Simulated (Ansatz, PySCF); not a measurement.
formaldehyde (CH₂O), SMILES C=O. Atoms are numbered in the order given.

```xyz
4

C      0.0000     0.0000    -0.5278
O      0.0000     0.0000     0.6721
H      0.0000     0.9421    -1.1163
H      0.0000    -0.9421    -1.1163
```
Charge 0, spin multiplicity 1.

Coordinates come from a r2SCAN-D4/def2-TZVPD optimisation.

Two levels are set side by side: PBE-D3(BJ)/def2-TZVPD (Ansatz, a program for electronic structure) and r2SCAN-D4/def2-TZVPD (Ansatz). Each level has its own optimised geometry; the coordinates shown are those of the second. Frequencies come from the Hessian of PySCF at each geometry. Differences are taken from unrounded values.

```csv
quantity,r2SCAN-D4,PBE-D3(BJ),PBE-D3(BJ) minus r2SCAN-D4
mean bond length (Å),1.140,1.149,0.008
bond C1–O2 (Å),1.200,1.209,0.009
bond C1–H3 (Å),1.111,1.118,0.008
bond C1–H4 (Å),1.111,1.118,0.008
highest harmonic wavenumber (cm⁻¹),2910,2840,-71
mean harmonic wavenumber (cm⁻¹),1926,1873,-53
zero-point energy (kcal/mol),16.52,16.06,-0.46
```
